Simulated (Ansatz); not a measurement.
The input, for Ansatz 0.2.0:

```yaml
crystal:
  periodic: [false, false, false]
  atoms:
    - {symbol: Al, position_ang: [-0.088601, 0.000000, 0.000000]}
    - {symbol: H, position_ang: [-0.881524, 1.373384, 0.000000]}
    - {symbol: H, position_ang: [-0.881524, -1.373384, 0.000000]}
    - {symbol: H, position_ang: [1.585399, 0.000000, 0.000000]}
    - {symbol: H, position_ang: [2.549399, 0.000000, 0.000000]}
basis:
  gaussian: {orbitals: STO-3G}
magnetization: {spin_polarized: false, initial_magnetization: 1}
correlation: {method: ccsd_t, electrons: outside_noble_gas}
output: {forces: true}
```

```sh
$ ansatz run in.yaml --threads 1 --pin off --events-out ev --progress --plain --max-ram 2393MiB
```

Output:

```
141 factors; integrals over basis functions are off by at most 2.5e-5 eV
mean field evaluation 1: about -6561.1134 eV, gradient 1.1e1 eV
mean field evaluation 2: about -6561.1252 eV, gradient 1.1e1 eV
mean field evaluation 4: about -6562.0549 eV, gradient 8.3e-1 eV
mean field evaluation 8: about -6562.0690 eV, gradient 4.3e-3 eV
mean field evaluation 16: about -6562.0575 eV, gradient 2.9e-1 eV
mean field -6562.06901302 eV, -241.1515882982 hartree, gradient 5.6e-7 eV, S^2 0.750000; 0 other end points of the search recorded, 0 dependent functions left out
mean field evaluation 32: about -6562.3015 eV, gradient 6.4e-1 eV
5 core orbitals not correlated: weight in the atoms' cores, before any rotation towards them, 0.999 or more for the frozen orbitals, at most 0.000 for the correlated occupied ones
reference -6562.06901302 eV, -241.1515882982 hartree; 4, 3 occupied and 4, 5 virtual orbitals, 141 factors
second order -1.09137839 eV of doubles, -0.10908531 eV of singles
cycle   1  -1.60783095 eV  change   -4.0e-1 eV  update   5.8e-2
cycle   2  -1.84768047 eV  change   -2.4e-1 eV  update   2.4e-2
cycle   3  -1.84828660 eV  change   -6.1e-4 eV  update   4.1e-3
cycle   4  -1.85124097 eV  change   -3.0e-3 eV  update   1.8e-3
cycle   5  -1.85114779 eV  change    9.3e-5 eV  update   5.2e-4
cycle   6  -1.85096370 eV  change    1.8e-4 eV  update   2.0e-4
cycle   7  -1.85107697 eV  change   -1.1e-4 eV  update   5.2e-5
cycle   8  -1.85105098 eV  change    2.6e-5 eV  update   1.5e-5
cycle   9  -1.85104470 eV  change    6.3e-6 eV  update   5.1e-6
cycle  10  -1.85104767 eV  change   -3.0e-6 eV  update   1.5e-6
perturbative correction -0.01394923 eV, -0.0005126249 hartree
the calculation of the forces begins
Total energy: -6563.93400992 eV, -241.2201256702 hartree
Atom 0 at    -0.088601     0.000000     0.000000 Å, force    -2.137839    -0.000000     0.000000 eV/Å
Atom 1 at    -0.881524     1.373384     0.000000 Å, force     0.539496    -1.266738     0.000000 eV/Å
Atom 2 at    -0.881524    -1.373384     0.000000 Å, force     0.539496     1.266738    -0.000000 eV/Å
Atom 3 at     1.585399     0.000000     0.000000 Å, force     1.523191     0.000000    -0.000000 eV/Å
Atom 4 at     2.549399     0.000000     0.000000 Å, force    -0.464344    -0.000000     0.000000 eV/Å
Dipole moment:     0.022837    -0.000000     0.000000 e Å
```

Forces (eV/Å):
```
Al  -2.138  0.000  0.000
H    0.539 -1.267  0.000
H    0.539  1.267  0.000
H    1.523  0.000  0.000
H   -0.464  0.000  0.000
```

Ran on 1 thread of Arm Neoverse V1, shared host: 0.24 s wall, 0.06 GiB peak host memory.
